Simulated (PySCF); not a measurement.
# HCl⁺ at UHF-CCSD(T)

Level: UHF-CCSD(T). basis H def2-SVP, Cl def2-SVP; no relativity; PySCF 2.14.

* state: ²Π (doublet), unpaired electrons π ↑
* bond length: 1.320 Å
* harmonic wavenumber: 2767 cm⁻¹
* force constant: 4.42 mdyn/Å
* rotational constant Be: 9.875 cm⁻¹
* anharmonicity ωexe: 57.2 cm⁻¹
* vibration–rotation constant αe: 0.314 cm⁻¹
* well depth De to H + Cl⁺: 4.41 eV
* dissociation energy D0: 4.24 eV

Correlated steps freeze 5 core orbitals. Correlated levels converge slowly with the basis: in double zeta they bind strong bonds too weakly, by up to about 1 eV, and carry superposition errors of some tenths. For an ion De counts to the pair picked by the measured ionisation energies or electron affinities, which need not be the lowest pair at this level. The state is the lowest determinant that a PBE0 search found; another state may lie lower at other levels.
